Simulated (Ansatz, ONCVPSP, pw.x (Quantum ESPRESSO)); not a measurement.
# What a changed setting does to a pw.x run (bcc Cs)

Potential: optimised norm-conserving Vanderbilt (ONCV), ONCVPSP 4.0.1.1 (patched build), PBE; core [Kr] 4d10, reference 5s2 5p6 6s1; waves: 5s+6s: rc 3.10 bohr, ncon 5, nbas 8, qcut 4.9 1/bohr, 2 projectors; 5p: rc 2.80 bohr, ncon 4, nbas 8, qcut 4.3 1/bohr, 2 projectors, debl 0.7 Ha; d scattering state at 0.09 Ha: rc 2.75 bohr, ncon 4, nbas 8, qcut 3.2 1/bohr, 2 projectors, debl 0.4 Ha; local part: polynomial inside 2.30 bohr (lpopt 5, dvloc0 0 Ha); core correction: Teter function, fcfact 2.25, rcfact 1.1. In the d channel the program set the typed energies aside and used 0.050, 0.450 Ha.

The reference run (k-mesh 8³, cutoffs 50/200 Ry, Fermi–Dirac 0.01 Ry, mixing_beta 0.4, conv_thr 1e-9, no spin) gives -0.00 GPa at 117.154 Å³/atom, where all-electron LAPW gives -0.00 GPa. This run, with its own iteration cap, changes smearing to gauss.

```
&control
  calculation='scf', prefix='x', pseudo_dir='./', outdir='./tmp', tstress=.true., disk_io='none'
/
&system
  ibrav=0, nat=1, ntyp=1, ecutwfc=50, ecutrho=200, nbnd=12,
  occupations='smearing', smearing='gauss', degauss=0.01
/
&electrons
  conv_thr=1e-09, mixing_beta=0.4, electron_maxstep=50
/
ATOMIC_SPECIES
Cs 1.0 Cs.UPF
CELL_PARAMETERS angstrom
  -3.08247131 3.08247131 3.08247131
  3.08247131 -3.08247131 3.08247131
  3.08247131 3.08247131 -3.08247131
ATOMIC_POSITIONS crystal
Cs 0.0000 0.0000 0.0000
K_POINTS automatic
8 8 8 0 0 0
```

```bash
pw.x < Cs.scf.in > Cs.scf.out
```

Problem. How does the run end?

Solution. It converges in 6 iterations; the free energy moves by +34.2 meV/atom and the pressure by +0.00 GPa. Gaussian smearing of the same width is narrower in effect than Fermi–Dirac, so its quadratic term in F is smaller.

```
Message from routine setup:
     using ibrav=0 with symmetry is DISCOURAGED, use correct ibrav instead
     lattice parameter (alat)  =      10.0892  a.u.
     unit-cell volume          =     790.5944 (a.u.)^3
     number of electrons       =         9.00
     number of Kohn-Sham states=           12
     kinetic-energy cutoff     =      50.0000  Ry
     charge density cutoff     =     200.0000  Ry
     scf convergence threshold =      1.0E-09
     Exchange-correlation= PBE
     number of k points=    29  Gaussian smearing, width (Ry)=  0.0100
     iteration #  1     ecut=    50.00 Ry     beta= 0.40
     total energy              =     -41.85749394 Ry
     estimated scf accuracy    <       0.00145075 Ry
     iteration #  2     ecut=    50.00 Ry     beta= 0.40
     total energy              =     -41.85756905 Ry
     estimated scf accuracy    <       0.00027341 Ry
     iteration #  3     ecut=    50.00 Ry     beta= 0.40
     total energy              =     -41.85762079 Ry
     estimated scf accuracy    <       0.00002763 Ry
     iteration #  4     ecut=    50.00 Ry     beta= 0.40
     total energy              =     -41.85762320 Ry
     estimated scf accuracy    <       0.00000018 Ry
     iteration #  5     ecut=    50.00 Ry     beta= 0.40
     total energy              =     -41.85762327 Ry
     estimated scf accuracy    <       0.00000003 Ry
     iteration #  6     ecut=    50.00 Ry     beta= 0.40
     the Fermi energy is     2.1257 ev
!    total energy              =     -41.85762327 Ry
     estimated scf accuracy    <          2.9E-10 Ry
     smearing contrib. (-TS)   =      -0.00115595 Ry
     The total energy is F=E-TS. E is the sum of the following terms:
     one-electron contribution =     -19.37310640 Ry
     hartree contribution      =      10.44944745 Ry
     xc contribution           =      -7.63009884 Ry
     ewald contribution        =     -25.30270954 Ry
     convergence has been achieved in   6 iterations
          total   stress  (Ry/bohr**3)                   (kbar)     P=       -0.03
     Message from routine punch:
     Nothing written, as per user request (disk_io='none')
```

The run took about 43 s on one core of a shared host (Neoverse-N1, 64 threads, 124 GiB, load 58).
